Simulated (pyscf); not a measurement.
`[OH][Si]([OH])([F])[F]` → `[OH2]` + `[O]=[Si]([F])[F]` (elimination; singlet surface; O–Si, H–O broken, H–O formed). Optimised with ωB97X-D3(BJ)/def2-SVP in PySCF. Correlated levels are frozen-core, on RHF or UHF. ΔMP2 is the change of the MP2 total energy from the triple- to the quadruple-zeta basis. Energies in kJ/mol from the reactant's lowest minimum found.

```json
[
 {"level": "ωB97X-D3(BJ)/def2-TZVP", "barrier": "236.7", "reaction energy": "+352.8"},
 {"level": "PBE/def2-TZVP", "barrier": "205.2", "reaction energy": "+315.0"},
 {"level": "B3LYP-D3(BJ)/def2-TZVP", "barrier": "230.8", "reaction energy": "+337.5"},
 {"level": "ωB97M-D3(BJ)/def2-TZVP", "barrier": "232.6", "reaction energy": "+345.6"},
 {"level": "HF/def2-TZVP", "barrier": "294.3", "reaction energy": "+381.1"},
 {"level": "MP2/def2-QZVPP", "barrier": "233.1", "reaction energy": "+338.1"},
 {"level": "CCSD(T)/def2-TZVPP + ΔMP2(QZVPP)", "barrier": "?", "reaction energy": "?"}
]
```

Task: Complete the blanks.

Result: 
- CCSD(T)/def2-TZVPP + ΔMP2(QZVPP), barrier: 239.9
- CCSD(T)/def2-TZVPP + ΔMP2(QZVPP), reaction energy: +344.1

Of the functionals in the table, ωB97X-D3(BJ) is closest to CCSD(T)/def2-TZVPP + ΔMP2(QZVPP) in the barrier (3.3 kJ/mol apart) and PBE least close (34.7 kJ/mol); that level has limits of its own. On the product side the descent ends in an adduct with a O–Si contact, 134.8 kJ/mol under the separated species and 18.7 kJ/mol under the saddle at ωB97X-D3(BJ)/def2-TZVP. At ωB97X-D3(BJ)/def2-TZVP, PBE, B3LYP-D3(BJ), ωB97M-D3(BJ)/def2-TZVP, HF, MP2, CCSD(T) the saddle lies under the separated products, which points to a path from their complex (located at ωB97X-D3(BJ) alone), and parting the products costs more than the saddle. What is counted as broken (O–Si) persists as a longer contact in the product adduct; parting that adduct is a step of its own. One saddle was located; it need not be the lowest between these sides. The CCSD(T) − MP2 part came from Ansatz, without density fitting, on the same reference.
